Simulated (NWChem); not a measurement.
System: tetrafluoromethane (CF4); SMILES FC(F)(F)F

The following NWChem deck was run.

```
start job
memory heap 200 mb stack 900 mb global 1100 mb
geometry units angstroms noautosym nocenter noautoz
  F     -0.891122    -0.754919     0.605759
  C     -0.000001     0.000000    -0.000002
  F      0.866233    -0.763868    -0.630154
  F     -0.605276     0.783630    -0.866323
  F      0.630165     0.735159     0.890717
end
basis spherical
  * library def2-svp
end
dft
  xc m05-2x
  iterations 150
end
cosmo
  do_cosmo_smd true
  solvent water
end
task dft energy
```

Output (shortened):

```
             Northwest Computational Chemistry Package (NWChem) 7.3.0
             --------------------------------------------------------

                             Geometry "geometry" -> ""
                             -------------------------

 Output coordinates in angstroms (scale by  1.889725989 to convert to a.u.)

  No.       Tag          Charge          X              Y              Z
 ---- ---------------- ---------- -------------- -------------- --------------
    1 F                    9.0000    -0.89112200    -0.75491900     0.60575900
    2 C                    6.0000    -0.00000100     0.00000000    -0.00000200
    3 F                    9.0000     0.86623300    -0.76386800    -0.63015400
    4 F                    9.0000    -0.60527600     0.78363000    -0.86632300
    5 F                    9.0000     0.63016500     0.73515900     0.89071700

 Effective nuclear repulsion energy (a.u.)     206.5833512650

                                 NWChem DFT Module
                                 -----------------

 Summary of "ao basis" -> "ao basis" (spherical)
 ------------------------------------------------------------------------------
       Tag                 Description            Shells   Functions and Types
 ---------------- ------------------------------  ------  ---------------------
 F                          def2-svp                 6       14   3s2p1d
 C                          def2-svp                 6       14   3s2p1d

 in cosmo_initialize ...
 calling solv_data for solv:h2o

 solvent parameters
 solvname_short: h2o
 solvname_long:  water
 dielec:       78.4000
 dielecinf:     1.7769
 aqueous SMD model solvent descriptors
 dielec:       78.4000
 sola:          0.8200

          ---------------
          -cosmo- solvent
          ---------------
 Cosmo: York-Karplus, doi: 10.1021/jp992097l
 dielectric constant -eps-     =  78.40
 screen = (eps-1)/(eps    )    =   0.98724
 surface charge correction     = lagrangian

   van der Waals surface
 --------------------------

 ---------- ATOMIC COORDINATES (A.U.) ------------ VDWR(ANG.) --
     1   -1.68397640   -1.42659005    1.14471853     1.730
     2   -0.00000189    0.00000000   -0.00000378     1.850
     3    1.63694301   -1.44350121   -1.19081839     1.730
     4   -1.14380579    1.48084598   -1.63711309     1.730
     5    1.19083918    1.38924907    1.68321106     1.730
 number of segments per atom =        128
 number of   points per atom =        128
 atom (   nspa,  nppa )
 ----------------------
    1 (     80,     0 )       0
    2 (      6,     0 )       0
    3 (     80,     0 )       0
    4 (     80,     0 )       0
    5 (     80,     0 )       0
 number of -cosmo- surface points =      326
 molecular surface =     89.685 angstrom**2
 molecular volume  =     66.150 angstrom**3
 -lineq- algorithm             =   0
 -bem- low  level              =   3
 -bem- from -octahedral-
 gaussian surface charge width =   4.50000
 degree of switching           =   1.00000
 switching function tolerance  =   0.00010
 atomic radii =
 --------------
    1  9.000  1.730
    2  6.000  1.850
    3  9.000  1.730
    4  9.000  1.730
    5  9.000  1.730
 ...... end of -cosmo- initialization ......

 nat:                     5
 ixmem:                  1509
 calling mnsol_interface()
 G(SMD-CDS) energy (kcal/mol)  =     3.987
 SMD-CDS SASA (angstrom**2)    =    98.430

            General Information
            -------------------
          SCF calculation type: DFT
          Wavefunction type:  closed shell.
          No. of atoms     :     5
          No. of electrons :    42
           Alpha electrons :    21
            Beta electrons :    21
          Charge           :     0
          Spin multiplicity:     1
          Use of symmetry is: off; symmetry adaption is: off
          Maximum number of iterations: 150
          AO basis - number of functions:    70
                     number of shells:    30
          Convergence on energy requested:  1.00D-06
          Convergence on density requested:  1.00D-05
          Convergence on gradient requested:  5.00D-04

              XC Information
              --------------
                       M05-2X Method XC Functional
                     Hartree-Fock (Exact) Exchange  0.560
                M05-2X metaGGA Exchange Functional  0.440
                      M05-2X Correlation Potential  1.000

             Grid Information
             ----------------
          Grid used for XC integration:  medium
          Radial quadrature: Mura-Knowles
          Angular quadrature: Lebedev.
          Tag              B.-S. Rad. Rad. Pts. Rad. Cut. Ang. Pts.
          ---              ---------- --------- --------- ---------
          F                   0.50       49           6.0       434
          C                   0.70       49           5.0       434
          Grid pruning is: on
          Number of quadrature shells:   245
          Spatial weights used:  Erf1

      Superposition of Atomic Density Guess
      -------------------------------------

 Sum of atomic energies:        -434.79485600

      Non-variational initial energy
      ------------------------------

 Total energy =    -436.189273
 1-e energy   =   -1018.459853
 2-e energy   =     375.687229
 HOMO         =      -0.586201
 LUMO         =       0.305978

   convergence    iter        energy       DeltaE   RMS-Dens  Diis-err
 ---------------- ----- ----------------- --------- --------- ---------
     COSMO gas phase
 d= 0,ls=0.0,diis     1   -436.9170352030 -6.44D+02  1.96D-02  1.91D+00
 d= 0,ls=0.0,diis     2   -436.9471217924 -3.01D-02  9.20D-03  2.07D+00
 d= 0,ls=0.0,diis     3   -437.1101319866 -1.63D-01  9.12D-04  1.39D-02
 d= 0,ls=0.0,diis     4   -437.1111575185 -1.03D-03  2.07D-04  7.72D-04
 d= 0,ls=0.0,diis     5   -437.1112237747 -6.63D-05  2.43D-05  2.35D-06
 d= 0,ls=0.0,diis     6   -437.1112242482 -4.73D-07  3.80D-06  1.21D-07

   convergence    iter        energy       DeltaE   RMS-Dens  Diis-err
 ---------------- ----- ----------------- --------- --------- ---------
     COSMO solvation phase
 d= 0,ls=0.0,diis     1   -437.1063999881  4.82D-03  3.06D-04  3.15D-04
 d= 0,ls=0.0,diis     2   -437.1064278258 -2.78D-05  8.11D-05  1.20D-04
 d= 0,ls=0.0,diis     3   -437.1064369590 -9.13D-06  2.64D-05  8.79D-06
 d= 0,ls=0.0,diis     4   -437.1064376634 -7.04D-07  5.57D-06  7.61D-07

         Total DFT energy =     -437.106437663449
      One electron energy =    -1017.188333946781
           Coulomb energy =      420.997484938508
    Exchange-Corr. energy =      -47.250411647553
 Nuclear repulsion energy =      206.583351265033

             COSMO energy =       -0.248528272656

 Numeric. integr. density =       42.000000015785

                                COSMO-SMD solvation results
                                ---------------------------

             internal energy in gas <Psi(g)|H|Psi(g)> =      -437.111224248157
         internal energy in solvent <Psi(s)|H|Psi(s)> =      -437.111186047091
                               delta internal energy  =         0.000038201067 (    0.02 kcal/mol)
   total free energy in solvent <Psi(s)|H+V/2|Psi(s)> =      -437.112791668960
 polarization energy contribution <Psi(s)|V/2|Psi(s)> =        -0.001605621869 (   -1.01 kcal/mol)
    total free energy in solvent including G(SMD-CDS) =      -437.106437663449
                       G(SMD-CDS) energy contribution =         0.006354005511 (    3.99 kcal/mol)
     1 M fixed-concentration free energy of solvation =         0.004786584708 (    3.00 kcal/mol)

                       DFT Final Molecular Orbital Analysis
                       ------------------------------------

 Vector   19  Occ=2.000000D+00  E=-5.389473D-01
              MO Center=  3.5D-01,  1.3D-01, -1.2D-01, r^2= 2.0D+00
   Bfn.  Coefficient  Atom+Function         Bfn.  Coefficient  Atom+Function
  ----- ------------  ---------------      ----- ------------  ---------------
    60     -0.345634  5 F  px                34      0.324497  3 F  pz
    32      0.284221  3 F  px                48     -0.261426  4 F  pz
    63      0.231745  5 F  px                61      0.226214  5 F  py
    47     -0.218779  4 F  py                37     -0.217581  3 F  pz
    35     -0.190578  3 F  px                51      0.175289  4 F  pz

 Vector   20  Occ=2.000000D+00  E=-5.389300D-01
              MO Center=  1.6D-03, -3.0D-01,  1.9D-02, r^2= 2.1D+00
   Bfn.  Coefficient  Atom+Function         Bfn.  Coefficient  Atom+Function
  ----- ------------  ---------------      ----- ------------  ---------------
     5      0.336531  1 F  py                33     -0.337845  3 F  py
     8     -0.225646  1 F  py                36      0.226533  3 F  py
     6      0.217422  1 F  pz                62     -0.207051  5 F  pz
    48     -0.197445  4 F  pz                34      0.187566  3 F  pz
    32     -0.161637  3 F  px                60      0.160745  5 F  px

 Vector   21  Occ=2.000000D+00  E=-5.389219D-01
              MO Center= -3.6D-01,  1.7D-01,  9.9D-02, r^2= 2.0D+00
   Bfn.  Coefficient  Atom+Function         Bfn.  Coefficient  Atom+Function
  ----- ------------  ---------------      ----- ------------  ---------------
    46      0.350082  4 F  px                 6     -0.296658  1 F  pz
     4     -0.288301  1 F  px                61     -0.258248  5 F  py
    47      0.249739  4 F  py                62      0.237993  5 F  pz
    49     -0.234726  4 F  px                 9      0.198903  1 F  pz
     7      0.193310  1 F  px                64      0.173173  5 F  py

 Vector   22  Occ=0.000000D+00  E= 2.498079D-01
              MO Center=  4.4D-03, -3.9D-04, -1.2D-03, r^2= 2.6D+00
   Bfn.  Coefficient  Atom+Function         Bfn.  Coefficient  Atom+Function
  ----- ------------  ---------------      ----- ------------  ---------------
    17      2.467482  2 C  s                 31     -0.716011  3 F  s
     3     -0.711605  1 F  s                 45     -0.712718  4 F  s
    59     -0.714392  5 F  s                  7     -0.247562  1 F  px
    65      0.248358  5 F  pz                35      0.241257  3 F  px
    51     -0.240135  4 F  pz                50      0.217556  4 F  py

 Vector   23  Occ=0.000000D+00  E= 2.636108D-01
              MO Center=  2.8D-02,  2.3D-03, -4.3D-03, r^2= 1.6D+00
   Bfn.  Coefficient  Atom+Function         Bfn.  Coefficient  Atom+Function
  ----- ------------  ---------------      ----- ------------  ---------------
    22      1.007161  2 C  py                19      0.707923  2 C  py
     3      0.572263  1 F  s                 45     -0.472699  4 F  s
    23     -0.328103  2 C  pz                 7      0.306944  1 F  px
    59     -0.288951  5 F  s                 65      0.254015  5 F  pz
    49     -0.246641  4 F  px                 4     -0.233495  1 F  px

 Vector   24  Occ=0.000000D+00  E= 2.636598D-01
              MO Center= -4.4D-03, -3.5D-02, -7.4D-03, r^2= 1.6D+00
   Bfn.  Coefficient  Atom+Function         Bfn.  Coefficient  Atom+Function
  ----- ------------  ---------------      ----- ------------  ---------------
    21      0.836743  2 C  px                23      0.679301  2 C  pz
    18      0.588778  2 C  px                59     -0.581859  5 F  s
    45      0.529586  4 F  s                 20      0.477974  2 C  pz
    50     -0.299360  4 F  py                64      0.286908  5 F  py
     9     -0.233459  1 F  pz                47      0.232785  4 F  py

     Multipole analysis of the density
     ---------------------------------

     L   x y z        total         alpha         beta         nuclear
     -   - - -        -----         -----         ----         -------
     0   0 0 0      0.000000    -21.000000    -21.000000     42.000000

     1   1 0 0     -0.000295     -0.000142     -0.000142     -0.000011
     1   0 1 0      0.000017     -0.000009     -0.000009      0.000034
     1   0 0 1      0.000055      0.000047      0.000047     -0.000040

     2   2 0 0    -18.826758    -46.501248    -46.501248     74.175737
     2   1 1 0     -0.000136     -0.000009     -0.000009     -0.000119
     2   1 0 1     -0.000024      0.000023      0.000023     -0.000070
     2   0 2 0    -18.828180    -46.502067    -46.502067     74.175954
     2   0 1 1      0.000185      0.000134      0.000134     -0.000083
     2   0 0 2    -18.826806    -46.501358    -46.501358     74.175909
```

Level: M05-2X/def2-SVP, SMD on the gas-phase geometry. Structure relaxed at the PBE0/def2-SVP level. Solvent: water.
